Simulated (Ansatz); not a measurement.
## Predicting the next basis: CCSD(T) on H2O (water)

H2O has 3 atoms, charge 0, and is taken as a singlet. SMILES: `O`. The shape is that of a PBE0-D4/def2-TZVP optimisation.

CCSD(T) correlation energies, 1 core orbital frozen (Ansatz 0.2.0):

| basis | X | correlation energy (Eh) |
| --- | --- | --- |
| cc-pVDZ-DK | 2 | -0.214488 |
| cc-pVTZ-DK | 3 | -0.275311 |
| cc-pVQZ-DK | 4 | ? |

Task: Take E(X) = E∞ + A/X³, fix the two constants on the known rows and predict the third.

Result: 
1. A = (-0.214488 − (-0.275311))/(1/8 − 1/27) = 0.69146 Eh.
2. E∞ = -0.275311 − 0.69146/27 = -0.300921 Eh.
3. X = 4: -0.300921 + 0.69146/64 = -0.290117 Eh.

The run gave -0.295262 Eh, so the prediction is off by +5.1 mEh, 26 % of the last step. The small sets lie short of the range where X⁻³ holds, so the true step is larger than predicted.
